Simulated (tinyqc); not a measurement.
Worked calculation: RKS/exchange-only LDA in the sto-3g basis, for HF, spin multiplicity 1. One step of it, computed by the program tinyqc.

Question. Iteration 2: building the Kohn-Sham matrix. J_ij = sum D_kl (ij|kl); F = H + J + V_xc; E = tr D H + tr D J / 2 + E_xc + E_nn.

D after iteration 1, lower triangle:
```
            1F 1s      1F 2s    1F 2px    1F 2py    1F 2pz     2H 1s
1F 1s    2.122608
1F 2s   -0.520413   2.218337
1F 2px   0.000000   0.000000  2.000000
1F 2py   0.000000   0.000000  0.000000  2.000000
1F 2pz  -0.014878   0.044446  0.000000  0.000000  0.042943
2H 1s    0.074423  -0.449762  0.000000  0.000000  0.270218  1.945261
```

core Hamiltonian H = T + V (hartree), lower triangle:
```
             1F 1s       1F 2s     1F 2px     1F 2py     1F 2pz      2H 1s
1F 1s   -40.409021
1F 2s    -9.481059  -10.887168
1F 2px    0.000000    0.000000  -8.571712
1F 2py    0.000000    0.000000   0.000000  -8.571712
1F 2pz   -0.006668   -0.083310   0.000000   0.000000  -8.610725
2H 1s    -0.672394   -1.695483   0.000000   0.000000  -1.253962  -3.899336
```

Two-electron integrals (ij|kl) in chemists' order, unique and non-zero (hartree):
```
(11|11) 5.403501   (21|11) 0.841920   (21|21) 0.156299   (22|11) 1.268028
(22|21) 0.292344   (22|22) 0.926167   (31|31) 0.027998   (32|31) 0.043169
(32|32) 0.204588   (33|11) 1.264502   (33|21) 0.292403   (33|22) 0.925959
(33|33) 0.997514   (41|41) 0.027998   (42|41) 0.043169   (42|42) 0.204588
(43|43) 0.053770   (44|11) 1.264502   (44|21) 0.292403   (44|22) 0.925959
(44|33) 0.889973   (44|44) 0.997514   (51|51) 0.027998   (52|51) 0.043169
(52|52) 0.204588   (53|53) 0.053770   (54|54) 0.053770   (55|11) 1.264502
(55|21) 0.292403   (55|22) 0.925959   (55|33) 0.889973   (55|44) 0.889973
(55|55) 0.997514   (61|11) 0.059869   (61|21) 0.011030   (61|22) 0.020533
(61|33) 0.020505   (61|44) 0.020505   (61|51) 0.000419   (61|52) 0.000796
(61|55) 0.020592   (61|61) 0.000785   (62|11) 0.173032   (62|21) 0.040521
(62|22) 0.146004   (62|33) 0.143830   (62|44) 0.143830   (62|51) 0.002699
(62|52) 0.022468   (62|55) 0.150207   (62|61) 0.002902   (62|62) 0.030011
(63|31) 0.003977   (63|32) 0.024602   (63|53) 0.004555   (63|63) 0.004198
(64|41) 0.003977   (64|42) 0.024602   (64|54) 0.004555   (64|64) 0.004198
(65|11) 0.126939   (65|21) 0.030082   (65|22) 0.116238   (65|33) 0.111560
(65|44) 0.111560   (65|51) 0.005685   (65|52) 0.041094   (65|55) 0.125463
(65|61) 0.002227   (65|62) 0.029480   (65|65) 0.033023   (66|11) 0.381338
(66|21) 0.090706   (66|22) 0.377907   (66|33) 0.367584   (66|44) 0.367584
(66|51) 0.006338   (66|52) 0.075859   (66|55) 0.398312   (66|61) 0.006509
(66|62) 0.107036   (66|65) 0.123584   (66|66) 0.774606
```

nuclear repulsion = 3.45616466 hartree

V_xc (hartree), lower triangle:
```
            1F 1s      1F 2s     1F 2px     1F 2py     1F 2pz      2H 1s
1F 1s   -3.177416
1F 2s   -0.447470  -0.796666
1F 2px   0.000000   0.000000  -0.823095
1F 2py   0.000000   0.000000   0.000000  -0.823095
1F 2pz  -0.000794  -0.012259   0.000000   0.000000  -0.727838
2H 1s   -0.032002  -0.116478   0.000000   0.000000  -0.093172  -0.455027
```

E_xc = sum of w rho eps_xc = -9.15460302 hartree

Give: Coulomb J; Kohn-Sham matrix F; total energy of this density.

Answer.

Coulomb J (hartree), lower triangle:
```
          1F 1s   1F 2s  1F 2px  1F 2py  1F 2pz   2H 1s
1F 1s   19.1821
1F 2s    3.6130  8.8551
1F 2px   0.0000  0.0000  8.8960
1F 2py   0.0000  0.0000  0.0000  8.8960
1F 2pz   0.0160  0.1666  0.0000  0.0000  8.7471
2H 1s    0.2555  1.4303  0.0000  0.0000  1.1832  4.5256
```

Kohn-Sham matrix F (hartree), lower triangle:
```
           1F 1s    1F 2s   1F 2px   1F 2py   1F 2pz   2H 1s
1F 1s   -24.4043
1F 2s    -6.3156  -2.8288
1F 2px    0.0000   0.0000  -0.4988
1F 2py    0.0000   0.0000   0.0000  -0.4988
1F 2pz    0.0086   0.0710   0.0000   0.0000  -0.5915
2H 1s    -0.4489  -0.3817   0.0000   0.0000  -0.1640  0.1713
```

total energy of this density = -96.872155 hartree
